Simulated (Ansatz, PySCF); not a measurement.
System: C2F3N (charge 0, singlet). 
Structure (B3LYP-D3(BJ)/def2-TZVP (Ansatz, an electronic-structure program) minimum search):
```
C
F 1 1.3355
F 1 1.3355 2 108.66
F 1 1.3355 2 108.66 3 -118.06
C 1 1.4814 2 110.27 4 -120.97
N 5 1.1466 4 147.20 1 -180.00
```
Charge 0, spin multiplicity 1.

Total electronic energies in hartree. Correlated levels leave the core frozen unless marked. No spin-orbit coupling. Non-relativistic. CBS marks a two-point X^-3 extrapolation of the correlation energy; Hartree-Fock from the larger set. The bracket is a focal-point correction in the basis named.

| level | program | energy (Eh) |
|---|---|---|
| HF/cc-pVDZ | Ansatz | -428.50163 |
| HF/cc-pVQZ | Ansatz | -428.67155 |
| PBE/def2-TZVPD | PySCF | -430.22005 |
| PBE-D3(BJ)/def2-TZVPD | Ansatz + dftd3 | -430.22332 |
| r2SCAN/def2-TZVPD | Ansatz | -430.45583 |
| r2SCANh/def2-TZVPD | Ansatz | -430.42935 |
| r2SCAN0/def2-TZVPD | Ansatz | -430.39125 |
| HSE06/def2-TZVPD | Ansatz | -430.19373 |
| LC-wPBE-D4/def2-TZVPD | Ansatz + dftd4 | -430.39408 |
| wB97M-V/def2-TZVPD | Ansatz | -430.55062 |
| wB97X-V/def2-TZVPD | Ansatz | -430.50890 |
| wB97X/def2-TZVPD | Ansatz | -430.54731 |
| MP2/cc-pVDZ | Ansatz | -429.46224 |
| MP2/cc-pVTZ | Ansatz | -429.87551 |
| RI-MP2/aug-cc-pVTZ | Ansatz | -429.90726 |
| RI-MP2/cc-pVTZ | Ansatz | -429.87512 |
| SCS-MP2/6-31G | Ansatz | -428.94632 |
| CCSD/STO-3G | Ansatz | -422.89885 |
| CCSD/aug-cc-pVDZ | Ansatz | -429.56239 |
| CCSD(T)/6-31G* | Ansatz | -429.43021 |
| CCSD(T)/cc-pVDZ | Ansatz | -429.50028 |
| RI-MP2/CBS(aug-cc-pVTZ,aug-cc-pVQZ)+[CCSD(T)-MP2]/aug-cc-pVDZ | Ansatz | -430.1328 |
| RI-MP2/CBS(cc-pVTZ,cc-pVQZ)+[CCSD(T)-MP2]/cc-pVTZ | Ansatz | -430.1307 |

Totals of different functionals don't rank their quality; only differences between species are comparable.
